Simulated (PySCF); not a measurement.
Compound: C₃H₅S (charge -1).
Atom-mapped SMILES: `[S-:1][CH:2]1[CH2:3][CH2:4]1`

Structure used (PBE0-D3(BJ)/def2-SVP), in Å, numbered top down from 1:
```xyz
9
C3H5S angstrom
S      2.2474   -0.1424   -0.7169
C      0.7874   -0.0732    0.2999
C     -0.5110   -0.7189   -0.1331
C     -0.4029    0.7821   -0.0784
H      0.9406   -0.1236    1.3927
H     -1.1541   -1.2184    0.6054
H     -0.4785   -1.1962   -1.1179
H     -0.9714    1.3132    0.6982
H     -0.2977    1.3200   -1.0260
```

Probes without a nucleus sit at each ring's centroid and 1 Å off its mean plane on both sides; NICS is minus the shielding there, NICSzz its component along the normal. Level: GIAO PBE0/pcSseg-1 (PySCF, non-relativistic, gas phase) on the PBE0-D3(BJ)/def2-SVP geometry, one conformer.

Ring bond lengths (Å), with Mayer bond orders in brackets: C2–C3 1.513 (0.91), C3–C4 1.506 (0.98), C4–C2 1.514 (0.91).

Q: Give the NICS values of each ring in ppm.

A: 
| ring | type | NICS(0) | NICS(1), two faces | NICS(1)zz, two faces | rms pucker (Å) | centre to ring atoms, mean (Å) |
| --- | --- | --- | --- | --- | --- | --- |
| C2–C3–C4 | 3-membered carbocycle; formal bonds all single | -43.5 | -8.7 / -9.9 | -19.7 / -24.3 | 0.00 | 0.87 |

Q: What can be read from them?

A: 
- C2–C3–C4: mean NICS(1)zz -22.0 ppm, shielded. C2, C3, C4 have four or more neighbours; no verdict on aromaticity is drawn. The two faces differ by 4.6 ppm, so no symmetry operation interchanges them. NICS(0) lies 34 ppm below the mean NICS(1).

Q: At the second NICS(1) probe listed for ring C2–C3–C4, 1 Å off the ring, what do the in-plane components average?

A: The isotropic value is a third of the trace: (3 × -9.9 − (-24.3))/2 = -2.7 ppm.

Q: List the ring angles and the Hirshfeld charges of the ring atoms.

A: 
- C2–C3–C4: C2 59.7° (-0.095 e), C3 60.2° (-0.135 e), C4 60.2° (-0.135 e); sum 180.0° against 180° for a flat convex ring.

Q: How shielded are the nuclei of the rings and their hydrogens (means over atoms taken as equivalent)?

A: 
| atoms | environment | σ isotropic (ppm) | principal values of the symmetric part, first atom (ppm) |
| --- | --- | --- | --- |
| C2 | sp3 carbon bound to sulfur | 164.3 | 130.0, 146.0, 216.9 |
| C3 (×2) | three-membered-ring carbon | 167.8 | 123.1, 170.7, 209.6 |
| H5 | methine hydrogen | 29.96 | 21.1, 28.3, 40.5 |
| H6 (×2) | methylene hydrogen | 31.09 | 24.8, 27.8, 40.6 |
| H7 (×2) | methylene hydrogen | 32.20 | 26.6, 31.0, 39.1 |

Q: How do the values depend on the level or the medium?

A: 
```
                level  NICS(0), C2–C3–C4  mean NICS(1)zz, C2–C3–C4
   PBE0/pcSseg-1, gas              -43.5                     -22.0
wB97X-D/pcSseg-2, gas              -44.2                     -22.8
```

The geometry is the same throughout.

The run took 7.4 s of wall time (with the writing of density and orbital grids) on an Arm Neoverse V1 with one thread (shared host), and the process peaked at 0.46 GiB of memory. This is the whole shielding run at PBE0/pcSseg-1, SCF included.
